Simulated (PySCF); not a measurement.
AlP at PBEsol

Level: PBEsol. Al def2-SVPD, P def2-SVPD; no relativity (PySCF 2.14).

| Property | Result |
| --- | --- |
| state | ³Σ⁻ (triplet), unpaired electrons π ↑↑ |
| bond length | 2.443 Å |
| harmonic wavenumber | 367 cm⁻¹ |
| force constant | 1.14 mdyn/Å |
| rotational constant Be | 0.1959 cm⁻¹ |
| anharmonicity ωexe | 1.48 cm⁻¹ |
| vibration–rotation constant αe | 0.00121 cm⁻¹ |
| well depth De to Al + P | 59.8 kcal/mol |
| dissociation energy D0 | 59.2 kcal/mol |
| bond order (Mayer) | 1.26 |
| dipole moment (positive dipole means Al(−)P(+)) | -0.66 D |

The state was picked by a PBE0 search and need not be the measured ground state.
